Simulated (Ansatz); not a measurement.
Relaxation of CH6BN (9 atoms, charge 0, multiplicity 1), to a largest force component of 0.03 eV/Å in at most 50 steps.

Method: Ansatz 0.2.0, RKS PBE-D4/def2-SVP.

```xyz
9
Properties=species:S:1:pos:R:3
B 0.285 0.161 -0.045
C 0.682 -0.076 1.467
H -0.137 -0.382 2.155
H 1.482 -0.850 1.520
H 1.148 0.849 1.872
H 1.194 0.538 -0.724
N -0.984 -0.031 -0.592
H -1.784 -0.344 -0.042
H -1.202 0.135 -1.575
```

Where does it end, and by what steps?

It converged. After 4 steps the energy has fallen by 0.043 eV; H6 moved furthest, 0.12 Å.

| step | energy less start (eV) | largest force component (eV/Å) | accepted |
| --- | --- | --- | --- |
| 0 | 0.0000 | 0.720 | yes |
| 1 | -0.0370 | 0.282 | yes |
| 2 | -0.0423 | 0.064 | yes |
| 3 | -0.0422 | 0.077 | no |
| 4 | -0.0426 | 0.010 | yes |

```xyz
9
Properties=species:S:1:pos:R:3
B 0.327 0.170 -0.052
C 0.679 -0.077 1.467
H -0.177 -0.397 2.098
H 1.475 -0.849 1.554
H 1.113 0.842 1.917
H 1.185 0.542 -0.842
N -0.962 -0.024 -0.566
H -1.752 -0.333 0.004
H -1.203 0.128 -1.545
```

Whether the end is a true minimum wasn't checked by a vibrational analysis.

Time of the run: 3.6 s on 1 thread of AMD EPYC 9R45 96-Core Processor (Zen 5) (shared host), peak memory 0.15 GiB.
